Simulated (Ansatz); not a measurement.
The input, for Ansatz 0.2.0:

```yaml
crystal:
  periodic: [false, false, false]
  atoms:
    - {symbol: Ge, position_ang: [-0.052048, 0.000000, 0.683893]}
    - {symbol: P, position_ang: [0.120362, 0.000000, -1.625284]}
    - {symbol: H, position_ang: [0.668361, -1.247634, 1.257545]}
    - {symbol: H, position_ang: [0.668346, 1.247644, 1.257544]}
    - {symbol: H, position_ang: [-1.284444, -0.000008, -1.857119]}
basis:
  gaussian: {orbitals: cc-pVDZ}
magnetization: {spin_polarized: false}
hamiltonian: {pseudopotentials: {relativity: scalar}}
correlation: {method: ccsd, electrons: valence}
```

```sh
$ ansatz run in.yaml --threads 1 --pin off --events-out ev --progress --plain --max-ram 2393MiB
```

The program prints:

```
652 factors; integrals over basis functions are off by at most 9.7e-4 eV
mean field evaluation 1: about -66272.7281 eV, gradient 1.8e1 eV
mean field evaluation 2: about -66272.7313 eV, gradient 1.8e1 eV
mean field evaluation 4: about -66274.4050 eV, gradient 2.1e0 eV
mean field evaluation 8: about -66274.4685 eV, gradient 1.2e-1 eV
mean field evaluation 16: about -66274.4688 eV, gradient 2.9e-4 eV
mean field evaluation 32: about -66274.4718 eV, gradient 1.0e-2 eV
mean field evaluation 64: about -66268.6315 eV, gradient 2.9e1 eV
mean field evaluation 96: about -66273.8439 eV, gradient 4.1e0 eV
mean field evaluation 128: about -66272.9428 eV, gradient 1.5e-3 eV
mean field evaluation 160: about -66274.4676 eV, gradient 2.4e-1 eV
mean field -66274.47182219 eV, -2435.5419170149 hartree, gradient 1.1e-6 eV, S^2 0.000000; 8 other end points of the search recorded, 0 dependent functions left out; unrestricted orbitals would lower it
mean field evaluation 192: about -66274.4276 eV, gradient 4.9e-1 eV
mean field evaluation 224: about -66274.4688 eV, gradient 1.5e-4 eV
mean field evaluation 256: about -66276.3996 eV, gradient 9.4e-1 eV
mean field evaluation 288: about -66274.9670 eV, gradient 1.4e0 eV
mean field evaluation 320: about -66274.4718 eV, gradient 1.2e-5 eV
determinant -66274.47182219 eV, -2435.5419170149 hartree, with singles and doubles -66281.88151080 eV, -2435.8142180491 hartree
determinant -66274.46882636 eV, -2435.5418069204 hartree, with singles and doubles -66281.81124708 eV, -2435.8116359049 hartree
determinant -66272.94282989 eV, -2435.4857275844 hartree, with singles and doubles -66280.10996816 eV, -2435.7491150578 hartree
determinant -66274.47182219 eV, -2435.5419170149 hartree, with singles and doubles -66281.81202652 eV, -2435.8116645487 hartree
determinant -66274.46882636 eV, -2435.5418069204 hartree, with singles and doubles -66281.81177661 eV, -2435.8116553646 hartree
unrestricted determinant -66276.44521179 eV, -2435.6144377452 hartree, S^2 1.0218
14 core orbitals not correlated: weight in the atoms' cores, before any rotation towards them, 1.000 or more for the frozen orbitals, at most 0.000 for the correlated occupied ones
reference -66274.46882636 eV, -2435.5418069204 hartree; 11, 11 occupied and 35, 35 virtual orbitals, 652 factors
second order -6.25772952 eV of doubles, -0.00000000 eV of singles
cycle   1  -7.34295008 eV  change    1.7e-7 eV  update   2.1e-6
Total energy: -66281.81177644 eV, -2435.8116553585 hartree
Relativity: scalar
```

The T1 diagnostic is 0.021.

Ran on 1 thread of Arm Neoverse V1, shared host: 9.5 s wall, 0.13 GiB peak host memory.
